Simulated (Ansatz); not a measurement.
# [CH$_{3}$···H···CH$_{3}$], doublet along the distance C1-H5

Starting geometry:

```json
{"atom": "C", "x (Å)": "-1.2109", "y (Å)": "0.0000", "z (Å)": "0.0000"}
{"atom": "H", "x (Å)": "-1.5741", "y (Å)": "1.0273", "z (Å)": "0.0000"}
{"atom": "H", "x (Å)": "-1.5741", "y (Å)": "-0.5137", "z (Å)": "0.8897"}
{"atom": "H", "x (Å)": "-1.5741", "y (Å)": "-0.5137", "z (Å)": "-0.8897"}
{"atom": "H", "x (Å)": "-0.1213", "y (Å)": "0.0000", "z (Å)": "0.0000"}
{"atom": "C", "x (Å)": "1.2921", "y (Å)": "0.0000", "z (Å)": "0.0000"}
{"atom": "H", "x (Å)": "1.2921", "y (Å)": "-1.0800", "z (Å)": "0.0000"}
{"atom": "H", "x (Å)": "1.2921", "y (Å)": "0.5400", "z (Å)": "0.9353"}
{"atom": "H", "x (Å)": "1.2921", "y (Å)": "0.5400", "z (Å)": "-0.9353"}
```

From there H5 is moved from one fragment to the other while all else, the fragments' distance too, stays fixed; atoms are numbered as listed. Energies are in kJ/mol, counted from the starting geometry at the same level. Kohn–Sham curves are unrestricted where that lies lower.

Basis cc-pVDZ; Ansatz 0.2.0. Only valence electrons are correlated (noble-gas cores frozen). R marks a restricted (for open shells ROHF) determinant, U an unrestricted one.

Full CI isn't at hand for all of this; UCCSDT(Q) serves as the reference, and is uncertain by about the last step of the cluster series.

| distance C1-H5 (Å) | PBE0 |
| --- | --- |
| 1.090 | 0.0 |
| 1.136 | 1.9 |
| 1.228 | 15.5 |
| 1.321 | 35.5 |
| 1.413 | 61.7 |

Task: Estimate the UCCSDT(Q) curve in cc-pVDZ from this one, knowing how PBE0 errs.

Result: The computed UCCSDT(Q) values, in kJ/mol from the starting point, and the error of PBE0 against them:
| distance C1-H5 (Å) | UCCSDT(Q) | PBE0 less UCCSDT(Q) |
| --- | --- | --- |
| 1.090 | 0.0 | 0.0 |
| 1.136 | 3.8 | -1.9 |
| 1.228 | 20.9 | -5.4 |
| 1.321 | 42.6 | -7.1 |
| 1.413 | 68.3 | -6.6 |

The error spans 7.1 kJ/mol and is largest, -7.1 kJ/mol, at 1.321 Å.

In so small a basis the reference is far from its limit while semilocal and hybrid functionals are nearer theirs, so the functionals' errors here hold much of the reference's basis and frozen-core error, which can add to them or hide them.
